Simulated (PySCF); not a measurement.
Electrostatic solvation of a mixed set.

Computed with PySCF at wB97X-D/pcSseg-2, non-relativistic, each on one gas-phase PBE0-D3(BJ)/def2-TZVP geometry that isn't relaxed in the solvent. The solvent is an IEF-PCM continuum (Bondi radii, 1.10 Å for H, scaled by 1.2). The model holds no explicit solvent molecules, cavitation or dispersion.

**Question.** Order them by E(solvent) − E(gas) in chloroform (ε = 4.711), most negative first (kcal/mol).
A. `CC(=O)Cl`
B. `[F][Na]`
C. `C(#N)c1cnccc1`
D. `C(#N)c1ccncc1`

**Answer.** B (-16.4), C (-5.8), D (-5.5), A (-3.2).

| SMILES | charge | ΔE (kcal/mol) | polarisation term (kcal/mol) | HOMO shift (eV) | dipole gas (D) | dipole solvent (D) | atoms |
| --- | --- | --- | --- | --- | --- | --- | --- |
| [F][Na] | 0 | -16.4 | -17.4 | -1.17 | 8.15 | 8.60 | 2 |
| N#Cc1cccnc1 | 0 | -5.8 | -6.7 | +0.15 | 4.02 | 4.95 | 12 |
| N#Cc1ccncc1 | 0 | -5.5 | -6.3 | +0.13 | 2.06 | 2.40 | 12 |
| CC(=O)Cl | 0 | -3.2 | -3.6 | -0.02 | 2.89 | 3.43 | 7 |

The polarisation term is half the interaction of the solute with the induced surface charges.

Note: wB97X-D ran without an empirical dispersion term, which enters the total energy and its gradient alone.
